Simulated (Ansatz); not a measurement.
**BAs⁺, quartet: the ladder up to full CI**

Geometry: a point of a stretch scan, not a stationary point.

| atom | x (Å) | y (Å) | z (Å) |
| --- | --- | --- | --- |
| B | 0.0000 | 0.0000 | 0.0000 |
| As | 0.0000 | 0.0000 | 3.1710 |

Basis cc-pVDZ; Ansatz 0.2.0. Only valence electrons are correlated (noble-gas cores and the filled d shells of p-block atoms frozen), which leaves 7 electrons in 26 orbitals. R marks a restricted (for open shells ROHF) determinant, U an unrestricted one. Active spaces: valence = (7e, 8o) chosen from the atoms' valence shells; pair = (5e, 5o) about the gap. No spin–orbit coupling is included, and no scalar relativity.

Full CI is exact within this basis and frozen core; it isn't the basis-set limit. The frozen core follows each run's orbitals, which can shift R against U totals by a few meV for light atoms and by up to 0.1 eV past Ca.

For open shells CISD is restricted-active-space CI with the open shells as a complete middle space.

```
UHF ⟨S²⟩                          : 3.825
T1 diagnostic (RCCSD)             : 0.0277
largest doubles amplitude (RCCSD) : 0.129
```

| level | E − E(RHF) (eV) |
| --- | --- |
| RMP2 | -2.5499 |
| RCCSD | -3.6386 |
| RCCSD(T) | -3.7026 |

Question: Estimate how far full CI in cc-pVDZ lies from RCCSD(T). The table doesn't fix it; the size of (T) and the diagnostics are the guide.

Answer: Full CI in cc-pVDZ lies 0.59 kcal/mol below RCCSD(T), which is 40 % of the (T) step (-1.47 kcal/mol). A doubles amplitude is large, and the rest is a large part of (T).

The other levels:

```json
{"level": "CISD", "E − E(full CI) (kcal/mol)": "6.77", "share of correlation (%)": "92.12", "wall time": "1.3 s"}
{"level": "BCCD(T)", "E − E(full CI) (kcal/mol)": "0.62", "share of correlation (%)": "99.28", "wall time": "1.7 s"}
{"level": "RCCSDT", "E − E(full CI) (kcal/mol)": "0.10", "share of correlation (%)": "99.88", "wall time": "–"}
{"level": "RCCSDT(Q)", "E − E(full CI) (kcal/mol)": "0.01", "share of correlation (%)": "99.99", "wall time": "6 s"}
{"level": "CASSCF (pair space)", "E − E(full CI) (kcal/mol)": "71.94", "share of correlation (%)": "16.32", "wall time": "–"}
{"level": "NEVPT2 (pair space)", "E − E(full CI) (kcal/mol)": "24.81", "share of correlation (%)": "71.15", "wall time": "1.3 s"}
{"level": "MRCISD (pair space)", "E − E(full CI) (kcal/mol)": "6.12", "share of correlation (%)": "92.88", "wall time": "–"}
{"level": "MRCISD+Q (pair space)", "E − E(full CI) (kcal/mol)": "-0.35", "share of correlation (%)": "100.41", "wall time": "1.7 s"}
{"level": "CASSCF (valence space)", "E − E(full CI) (kcal/mol)": "50.11", "share of correlation (%)": "41.71", "wall time": "–"}
{"level": "NEVPT2 (valence space)", "E − E(full CI) (kcal/mol)": "11.25", "share of correlation (%)": "86.91", "wall time": "2.2 s"}
{"level": "MRCISD (valence space)", "E − E(full CI) (kcal/mol)": "2.28", "share of correlation (%)": "97.35", "wall time": "–"}
{"level": "MRCISD+Q (valence space)", "E − E(full CI) (kcal/mol)": "-0.34", "share of correlation (%)": "100.40", "wall time": "3 s"}
```

The correlation energy at full CI, counted from RHF, is -3.728 eV. That run took 3.1 min on 1 thread of Arm Neoverse V1, shared host over 5,352,180 determinants.

Run but not shown, since their state, orbitals or frozen core can't be matched to the reference's or they repeat it: UHF, UMP2, UCCSD, UCCSD(T), UCCSDT, UCCSDT(Q).

Times hold each run's SCF and search for its determinant on a shared host, so for small cases they say little of a method's own cost; they ran on 1 thread of Arm Neoverse V1. Some runs computed forces too.

Not variational, and here over 5 meV under the exact energy: MRCISD+Q (pair space), MRCISD+Q (valence space).

The full-CI state has the irrep A2 of C2v, in the program's axes (one component, if the state is degenerate).

Natural occupations of full CI about the gap: 1.948 1.848 0.988 0.988 0.984 0.056 0.056 0.056 0.010 0.009; effectively unpaired electrons, Σ n²(2−n)², 3.13.
